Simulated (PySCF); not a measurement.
**LiP: bond curves at several levels of theory**

The task here is to estimate one member of a computed series from the others.

The runs use PySCF 2.14.0; Li jorge-DZP-DKH, P jorge-DZP-DKH, spin-free X2C with a Gaussian nucleus.

Set-up of the first run:

A driver script around PySCF takes these settings:

```yaml
atoms: Li, P
charge: 0
basis: Li jorge-DZP-DKH, P jorge-DZP-DKH
Hamiltonian: spin-free X2C with a Gaussian nucleus
basis_functions: 39
electrons_treated: 18
masses_in_u: 7.0160, 30.9738
levels: PBE0, PBE, r²SCAN, M06, PW91, TPSS, ωB97X, HF, MP2, SCS-MP2, CCSD, CCSD(T)
grid: 80 radial by 434 angular points
occupations: held fixed by the projection of orbital angular momentum
dissociation_limit: Li + P, each in its ground configuration
starting_distance_in_angstrom: 2.350
values_of_2S_to_try: 0, 2, 4
```

Launch:

```bash
OMP_NUM_THREADS=1 python dia.py task.json out
```

Steps of the session up to this table: The job; First curve: PBE0; Excited determinants; PBE (GGA); r²SCAN (meta-GGA); M06 (hybrid meta-GGA); PW91; TPSS (meta-GGA); ωB97X (range-separated hybrid); UHF (mean field); MP2 and coupled cluster.

One table of the session follows, with a row left open; its other results are not shown here.

Energy (eV) from each level's lowest point:

```
R (Å)    UHF  UHF-MP2  UHF-SCS-MP2  UHF-CCSD  UHF-CCSD(T)
2.031  0.436    0.435        0.438       n/a          n/a
2.126  0.206    0.208        0.210     0.210        0.214
2.220  0.072    0.074        0.076     0.076        0.079
2.291      ?        ?            ?         ?            ?
2.362  0.000    0.000        0.000     0.000        0.000
2.433  0.006    0.004        0.003     0.002        0.001
2.527  0.044    0.039        0.036     0.034        0.031
2.645  0.127    0.120        0.115     0.109        0.104
2.787  0.250    0.266        0.264     0.229        0.224
2.976  0.380    0.543        0.560       n/a          n/a
```

Estimate the missing values for R (Å) = 2.291.

Worked estimate for «UHF». A straight line through the neighbours (2.220, 0.072) and (2.362, 0.000) gives 0.072 + (0.000 − 0.072) × (2.291 − 2.220) / (2.362 − 2.220) = 0.036; a parabola fitted to 4 rows on both sides gives 0.018.

The run gave: UHF: 0.020; UHF-MP2: 0.021; UHF-SCS-MP2: 0.022; UHF-CCSD: 0.023; UHF-CCSD(T): 0.024. In «UHF» the line misses by +0.016 and the parabola by -0.002.
